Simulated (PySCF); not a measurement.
## AlH$_{4}$⁺, singlet: vertical spin and charge gaps

All five atoms lie in one plane.

Geometry (PBE0/def2-TZVP stationary point for this spin, not checked as a minimum):

```xyz
5

Al    0.0000    0.0000   -0.1186
H     0.0000   -0.3848    1.9224
H     0.0000    0.3848    1.9224
H     0.0000    1.5369   -0.3348
H     0.0000   -1.5369   -0.3348
```

Basis aug-cc-pVDZ; PySCF 2.14.0. Correlated methods freeze the noble-gas cores. Prefix R: restricted or restricted open-shell reference; prefix U: unrestricted.

Gaps are energies of the second state less the first, at fixed atoms, for a selection of the levels run; mean-field and cluster levels share one orbital occupation for each state, and full CI takes the lowest of the symmetries tried.

Adding an electron, to the doublet: -5.887 eV at RCCSDT.

| level | gap (eV) | error (meV) |
| --- | --- | --- |
| UHF | -5.415 | 472 |
| UCCSD | -5.846 | 41 |
| RCCSD(T) | -5.877 | 10 |
| UCCSD(T) | -5.877 | 10 |
| UCCSDT | -5.887 | 0 |
| PBE | -6.164 | -277 |
| r2SCAN | -6.211 | -324 |
| B3LYP | -6.076 | -189 |
| wB97M-V | -5.841 | 46 |
| B2PLYP | -5.894 | -7 |

In so small a basis the reference is far from its limit while semilocal and hybrid functionals are nearer theirs (RPA and double hybrids share part of the reference's basis error), so the functionals' errors here hold much of the reference's basis and frozen-core error, which can add to them or hide them.

Full CI isn't at hand for all of this; RCCSDT serves as the reference. It lacks quadruple excitations. The frozen core follows each run's orbitals, which can shift R against U totals by a few meV.
